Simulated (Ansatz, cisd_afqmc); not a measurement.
Species: HOCl, charge 0, singlet. HOCl (SMILES ClO).
B3LYP-D3(BJ)/def2-TZVP minimum from Ansatz (an electronic-structure program):
```xyz
3

O      0.0220     1.1044    -0.0012
H     -0.9233     1.3146     0.0160
Cl     0.0439    -0.5970    -0.0004
```
Charge 0, spin multiplicity 1.

Total energies in cc-pV(T+d)Z, 14 correlated electrons, 6 frozen orbitals. Open shells are spin-unrestricted; no spin-orbit coupling. Cores are frozen in correlated methods. No relativity. The Monte Carlo rows (phaseless AFQMC, CISD trial, step 0.005/hartree) carry one-sigma bars that omit the constraint's bias. Outlying blocks are dropped, and bars are widened where a walk drifts. Over all cases where full CI ran beside it in this data, AFQMC minus full CI had a median of +0.1 mEh and passed +0.4 mEh in a tenth of the cases.

```csv
method,program,energy (Eh),minus CCSDT(Q) (mEh)
HF,Ansatz,-534.92059,478.70
MP2,Ansatz,-535.35962,39.66
CCSD,Ansatz,-535.37935,19.93
CCSD(T),Ansatz,-535.39768,1.60
CCSDT(Q),Ansatz,-535.39929,0.00
AFQMC/CISD,cisd_afqmc,-535.3989 ± 0.0002,0.4 ± 0.2
```

Rough core times of Ansatz's runs on a shared machine: CCSD(T) under 20 s, CCSDT(Q) 4 min.
